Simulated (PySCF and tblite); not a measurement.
The numbers below are computed, except where a source is named.
System: H2Al(BH4), with the starting minimum (Å):

```
 1 Al   -0.863   -0.546   -0.489
 2 H     0.072    0.937   -0.546
 3 B     0.812    0.494    0.400
 4 H     0.407   -0.680    0.713
 5 H    -0.554   -1.452   -1.740
 6 H    -2.266   -0.313    0.188
 7 H     0.623    1.194    1.350
 8 H     1.912    0.371   -0.051
```

Motion: exchange of bridging H2 and terminal H7. GFN2-xTB gives an electronic barrier of 1.4 kcal/mol.

(1) What does PBE0/pcSseg-1 + D3(BJ), IEF-PCM acetonitrile give on PBE0-D3(BJ)/def2-TZVP geometries?

(2) And the level of the geometries itself, PBE0-D3(BJ)/def2-TZVP?

Programs: tblite and PySCF.

Results:

(1) A barrier of 5.4 kcal/mol, 4.0 above the tight-binding barrier (from unrounded values) and, with GFN2-xTB thermal terms, ΔG‡(298 K) = 5.4 kcal/mol and k = 1.5×10⁹ s⁻¹ (2 equivalent paths).

(2) 4.0 kcal/mol.
